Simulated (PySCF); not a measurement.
Species: C5H8.
SMILES: `C=CCC=C`

Torsions of this conformer, `[CH2:1]=[CH:2][CH2:3][CH:4]=[CH2:5]`: C1–C2–C3–C4 118°, C2–C3–C4–C5 118°.

The closed-shell ground state was solved at several levels (PySCF, density fitting, gas phase, non-relativistic). Geometry: PBE0-D3(BJ)/def2-TZVP, one conformer, isolated molecule.

```json
{"level": "B3LYP/pcJ-2", "basis functions": "447", "total energy (Eh)": "-195.3905", "HOMO (eV)": "-7.18", "LUMO (eV)": "-0.45", "gap (eV)": "6.73", "dipole (D)": "0.13"}
{"level": "B97-2/pcSseg-2", "basis functions": "292", "total energy (Eh)": "-195.2975", "HOMO (eV)": "-7.14", "LUMO (eV)": "-0.25", "gap (eV)": "6.89", "dipole (D)": "0.13"}
{"level": "KT3/pcSseg-2", "basis functions": "292", "total energy (Eh)": "-198.5927", "HOMO (eV)": "-6.28", "LUMO (eV)": "-1.15", "gap (eV)": "5.13", "dipole (D)": "0.13"}
{"level": "PBE0/pcJ-2", "basis functions": "447", "total energy (Eh)": "-195.1298", "HOMO (eV)": "-7.40", "LUMO (eV)": "-0.22", "gap (eV)": "7.18", "dipole (D)": "0.13"}
{"level": "PBE0/pcSseg-2", "basis functions": "292", "total energy (Eh)": "-195.1217", "HOMO (eV)": "-7.40", "LUMO (eV)": "-0.22", "gap (eV)": "7.18", "dipole (D)": "0.13"}
{"level": "wB97X-D/pcSseg-2", "basis functions": "292", "total energy (Eh)": "-195.3010", "HOMO (eV)": "-9.24", "LUMO (eV)": "1.58", "gap (eV)": "10.82", "dipole (D)": "0.13"}
```

(1) Estimate the row for B97-2/pcJ-2, a basis of 447 functions; the other rows only guide the guess.

(2) Over all these levels, which gives the widest orbital gap and which the narrowest?

(3) In the pcSseg-2 basis, how does the gap go with the fixed share of exact exchange?

(4) How far do the dipole and the HOMO energy spread over the levels?

## Answers

(1) Total energy -195.3069 Eh, HOMO -7.13 eV, LUMO -0.25 eV, gap 6.88 eV, dipole 0.13 D.

(2) wB97X-D/pcSseg-2 (range-separated hybrid) has the widest, 10.82 eV, and KT3/pcSseg-2 (GGA) the narrowest, 5.13 eV. The two share the basis. From the narrowest to the widest the HOMO moves by -2.96 eV and the LUMO by +2.73 eV.

(3) KT3 (0 %) 5.13 eV; B97-2 (21 %) 6.89 eV; PBE0 (25 %) 7.18 eV. Each rise in the share widens the gap here.

(4) The dipole runs from 0.13 to 0.13 D (mean 0.13 D) and the HOMO from -9.24 to -6.28 eV.

wB97X-D is run here without its empirical dispersion term; that term would change no orbital, density or response property at a fixed geometry.
